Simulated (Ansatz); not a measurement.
**AlH₃S₂ (SMILES [AlH2][S]S): one structure at several levels**

One table from this session's results is given with a row withheld; the runs are named, their logs left out.

Method: single points in def2-TZVPP; program: Ansatz 0.2.0, Gaussian basis.

Correlated methods freeze the cores.

### The starting structure

SMILES `[AlH2][S]S`, 6 atoms, charge 0, spin multiplicity 1.

Atoms are counted from 1 here; the program's logs count them from 0.

Bond lengths: Al1–S2 2.235 Å, Al1–S3 2.480 Å, Al1–H4 1.391 Å, Al1–H5 1.499 Å, S2–S3 2.171 Å, S3–H6 1.313 Å. Angles: S2–Al1–S3 54.5°, S2–Al1–H4 115.1°, S2–Al1–H5 115.7°, S3–Al1–H4 110.5°, S3–Al1–H5 101.7°, H4–Al1–H5 129.1°, Al1–S2–S3 68.5°, Al1–S3–S2 57.0°, Al1–S3–H6 101.4°, S2–S3–H6 96.7°.

Coordinates:

```mol
AlH3S2
  3D, bonds by distance, orders not assigned

  6  6  0  0  0  0  0  0  0  0999 V2000
   -0.7423    0.2714   -0.5748 Al  0  0
   -0.7242   -0.9309    1.3091 S   0  0
    1.2463   -0.8425    0.4026 S   0  0
   -1.1781   -0.4117   -1.7058 H   0  0
   -0.3834    1.7189   -0.4256 H   0  0
    1.7247    0.1090    1.1709 H   0  0
  1  2  8  0
  1  3  8  0
  1  4  8  0
  1  5  8  0
  2  3  8  0
  3  6  8  0
M  END
```

Set-up of the first run:

run/in.yaml

```yaml
crystal:
  periodic: [false, false, false]
  atoms:
    - {symbol: Al, position_ang: [-0.742300, 0.271400, -0.574800]}
    - {symbol: S, position_ang: [-0.724200, -0.930900, 1.309100]}
    - {symbol: S, position_ang: [1.246300, -0.842500, 0.402600]}
    - {symbol: H, position_ang: [-1.178100, -0.411700, -1.705800]}
    - {symbol: H, position_ang: [-0.383400, 1.718900, -0.425600]}
    - {symbol: H, position_ang: [1.724700, 0.109000, 1.170900]}
basis:
  gaussian: {orbitals: def2-TZVPP}
correlation: {method: ccsd_t}
output: {forces: true}
```

No record of the launch command was kept for these runs.

Among the steps run: CCSD(T)/def2-TZVPP; PBE0-D4/def2-TZVPP; wB97M-V/def2-TZVPP; r2SCAN-D4/def2-TZVPP; PBE-D4/def2-TZVPP; wB97X-V/def2-TZVPP; HSE06-D4/def2-TZVPP.

One of the session's tables, all rows but one given; the rest of the session is left out.

| method | RMS force component (eV/Å) | angle to CCSD(T) forces (°) | dipole (D) |
| --- | --- | --- | --- |
| CCSD(T) | 1.245 | reference | 1.13 |
| PBE0-D4 | 1.306 | 7.1 | 1.17 |
| wB97M-V | 1.228 | 5.5 | 1.11 |
| r2SCAN-D4 | ? | ? | ? |
| PBE-D4 | 1.313 | 6.3 | 1.17 |
| wB97X-V | 1.302 | 7.8 | 1.17 |
| HSE06-D4 | 1.306 | 6.9 | 1.17 |

**Question.** Estimate the row for r2SCAN-D4.

As computed: RMS force component (eV/Å): 1.291; angle to CCSD(T) forces (°): 5.4; dipole (D): 1.19. In the column «RMS force component (eV/Å)» it lies between CCSD(T) (1.245) and wB97X-V (1.302).
